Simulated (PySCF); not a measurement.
Ionisation energies (eV) were calculated with PySCF 2.14 by MP2 (valence), UHF, PBE, in another order, as differences of total energies without spin-orbit coupling. The measured values are between term centres (NIST).

```json
{"species": "B (x2c-TZVPall, spin-free X2C)", "measured": "8.297", "A": "8.667", "B": "8.258", "C": "8.038"}
{"species": "Mg (x2c-TZVPall, spin-free X2C)", "measured": "7.646", "A": "7.644", "B": "7.211", "C": "6.621"}
{"species": "V (x2c-TZVPall, spin-free X2C)", "measured": "6.732", "A": "6.399", "B": "6.490", "C": "6.140"}
{"species": "Kr (x2c-TZVPall, spin-free X2C)", "measured": "14.222", "A": "14.031", "B": "14.000", "C": "13.057"}
{"species": "Zr (x2c-TZVPall, spin-free X2C)", "measured": "6.639", "A": "6.424", "B": "5.978", "C": "5.187"}
{"species": "Tc (x2c-TZVPall, spin-free X2C)", "measured": "7.119", "A": "6.884", "B": "6.476", "C": "5.539"}
{"species": "Ru (x2c-TZVPall, spin-free X2C)", "measured": "7.365", "A": "7.749", "B": "6.900", "C": "6.297"}
{"species": "Ag (x2c-TZVPall, spin-free X2C)", "measured": "7.576", "A": "7.940", "B": "7.079", "C": "6.354"}
```

Question: Which column is which method?

Answer: A is PBE (mean error 0.02 eV); B is MP2 (valence) (mean error -0.40 eV); C is UHF (mean error -1.05 eV). PBE, with gradient corrections, lies close to experiment on average, with errors of both signs. Valence MP2 in a finite basis recovers only part of the missing correlation, so it stays below experiment on average. Hartree-Fock lacks the correlation of the electron removed and comes out lowest.
